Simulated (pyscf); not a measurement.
Thermochemistry of product channels of Na–O–SiH₃ (SMILES [Na][O][SiH3]) + HCl (SMILES Cl) on the singlet surface, in kcal/mol, from CCSD(T)/def2-TZVPP + ΔMP2(QZVPP) energies (ideal gas, 1 atm, RRHO with modes under 100 cm⁻¹ raised to 100, one conformer, R ln 2 for chiral ones without a mode under 150 cm⁻¹). Structures and frequencies: ωB97X-D3(BJ)/def2-SVP in PySCF. MP2 and CC: frozen core, UHF for open shells. ΔMP2 is the change of the MP2 total energy from the triple- to the quadruple-zeta basis.

```json
[
 {"products": "Na–Cl (SMILES [Na][Cl]) + HO–SiH₃ (SMILES O[SiH3])", "ΔE": "-19.8", "ΔH(298 K)": "-17.7", "ΔG(298 K)": "-18.5", "ΔG(1200 K)": "-20.5"},
 {"products": "HO–Na (SMILES [OH][Na]) + H₃Si–Cl (SMILES [SiH3]Cl)", "ΔE": "?", "ΔH(298 K)": "+15.4", "ΔG(298 K)": "+14.8", "ΔG(1200 K)": "?"}
]
```

Q: Some entries are withheld; supply them.

A: 
- HO–Na (SMILES [OH][Na]) + H₃Si–Cl (SMILES [SiH3]Cl), ΔE: +14.1
- HO–Na (SMILES [OH][Na]) + H₃Si–Cl (SMILES [SiH3]Cl), ΔG(1200 K): +12.7

These are energies of the channels, which say nothing of barriers. The CCSD(T) − MP2 part came from Ansatz, without density fitting, on the same reference. The frozen core leaves the outer d or s,p core shells of the metals and heavy elements correlated in the MP2 and CC values, and def2-TZVPP describes them poorly, which can shift differences by a few kcal/mol.
